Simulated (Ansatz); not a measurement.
Reaction (SMILES): C#N (CH-N) → C atom + H atom + N atom
B3LYP-D3(BJ)/def2-TZVP geometries, fixed; electronic energies without zero-point terms.
Largest species:
```
C
N 1 1.1462
H 1 1.0667 2 180.00
```
Charge 0, spin multiplicity 1.

Basis-set convergence of the atomisation energy at PBE0 with Ansatz (a first-principles code). Cartesian d functions, on some or all atoms, in 6-31+G*; all else is spherical. The program fits the integrals of some runs and decomposes those of others, by size. Open shells are unrestricted. No added dispersion term, no relativity. Functions are those of the species that has most. Reference: the value in pcseg-4, 311.47 kcal/mol, itself unsure by roughly 0.04 kcal/mol (its mean distance from aug-pcseg-3, aug-cc-pVQZ, cc-pV5Z). Deviations are taken from unrounded values.

| basis | functions | atomisation energy (kcal/mol) | minus reference (kcal/mol) |
|---|---|---|---|
| pcseg-0 | 20 | 288.73 | -22.74 |
| pcseg-1 | 33 | 306.54 | -4.93 |
| 6-31+G* | 40 | 305.30 | -6.17 |
| 6-311+G** | 50 | 308.17 | -3.30 |
| aug-pcseg-1 | 55 | 308.35 | -3.12 |
| 6-311++G(2d,2p) | 64 | 309.47 | -2.01 |
| pcseg-2 | 74 | 311.26 | -0.21 |
| 6-311++G(3df,3pd) | 96 | 311.77 | 0.29 |
| aug-pcseg-2 | 115 | 311.35 | -0.12 |
| pcseg-3 | 153 | 311.53 | 0.06 |
| aug-pcseg-3 | 219 | 311.54 | 0.06 |
| pcseg-4 | 263 | 311.47 | 0.00 |

The smallest set listed that lies within 4 kcal/mol of the reference with all its larger relatives (same family, alike in diffuse functions; a set with none counts only in the reference's own line) is 6-311+G** (50 functions, -3.30 kcal/mol off).
